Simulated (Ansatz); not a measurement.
The input, for Ansatz 0.2.0:

```yaml
crystal:
  periodic: [false, false, false]
  atoms:
    - {symbol: B, position_ang: [0.000000, -0.138799, 1.515922]}
    - {symbol: Al, position_ang: [0.000000, 0.096806, -0.547327]}
    - {symbol: H, position_ang: [0.000000, -1.102664, -1.608146]}
basis:
  gaussian: {orbitals: cc-pVDZ}
total_charge: 1
magnetization: {spin_polarized: false}
correlation: {method: ccsdt_q, electrons: outside_noble_gas}
```

```sh
$ ansatz run in.yaml --threads 1 --pin off --events-out ev --progress --plain --max-ram 2816MiB --backend cpu
```

Problem. Roughly how long does this take on 1 thread of AMD EPYC 7R13, shared host, and how much host memory?

Solution. 1.7 s wall and 0.16 GiB.

```
676 factors; integrals over basis functions are off by at most 1.9e-7 eV
mean field evaluation 1: about -7257.4762 eV, gradient 8.1e0 eV
mean field evaluation 2: about -7257.4767 eV, gradient 8.1e0 eV
mean field evaluation 4: about -7258.0603 eV, gradient 9.2e-1 eV
mean field evaluation 8: about -7258.0741 eV, gradient 2.0e-4 eV
mean field evaluation 16: about -7258.0739 eV, gradient 8.4e-2 eV
mean field evaluation 32: about -7257.7435 eV, gradient 3.8e0 eV
mean field evaluation 64: about -7250.6759 eV, gradient 1.7e1 eV
mean field evaluation 96: about -7238.6577 eV, gradient 8.8e0 eV
mean field evaluation 128: about -7255.0721 eV, gradient 2.0e-4 eV
mean field evaluation 160: about -7255.2525 eV, gradient 1.1e-6 eV
mean field -7258.07408126 eV, -266.7293027870 hartree, gradient 2.3e-6 eV, S^2 0.000000; 6 other end points of the search recorded, 0 dependent functions left out; unrestricted orbitals would lower it
determinant -7258.07408126 eV, -266.7293027870 hartree, with singles and doubles -7261.89808989 eV, -266.8698325121 hartree
determinant -7255.25247180 eV, -266.6256105517 hartree, with singles and doubles -7258.98251355 eV, -266.7626870578 hartree
determinant -7255.07211185 eV, -266.6189824461 hartree, with singles and doubles -7258.79288231 eV, -266.7557182384 hartree
6 core orbitals not correlated: weight in the atoms' cores, before any rotation towards them, 1.000 or more for the frozen orbitals, at most 0.000 for the correlated occupied ones
reference -7258.07408126 eV, -266.7293027870 hartree; 3, 3 occupied and 28, 28 virtual orbitals, 676 factors
second order -2.65193455 eV of doubles, -0.00000000 eV of singles
...
cycle  14  -3.98689444 eV  change   -2.2e-5 eV  update   2.5e-5
cycle  15  -3.98687950 eV  change    1.5e-5 eV  update   1.8e-5
cycle  16  -3.98686043 eV  change    1.9e-5 eV  update   1.4e-5
cycle  17  -3.98686145 eV  change   -1.0e-6 eV  update   8.4e-6
cycle  18  -3.98686609 eV  change   -4.6e-6 eV  update   5.1e-6
cycle  19  -3.98687360 eV  change   -7.5e-6 eV  update   3.0e-6
cycle  20  -3.98687479 eV  change   -1.2e-6 eV  update   1.7e-6
cycle  21  -3.98687346 eV  change    1.3e-6 eV  update   8.8e-7
cycle  22  -3.98687232 eV  change    1.1e-6 eV  update   5.4e-7
cycle  23  -3.98687166 eV  change    6.6e-7 eV  update   3.3e-7
perturbative correction -0.01263470 eV, -0.0004643165 hartree
Total energy: -7262.07358761 eV, -266.8762819345 hartree
```

For the same geometry and basis full CI lies 3.5 meV lower.
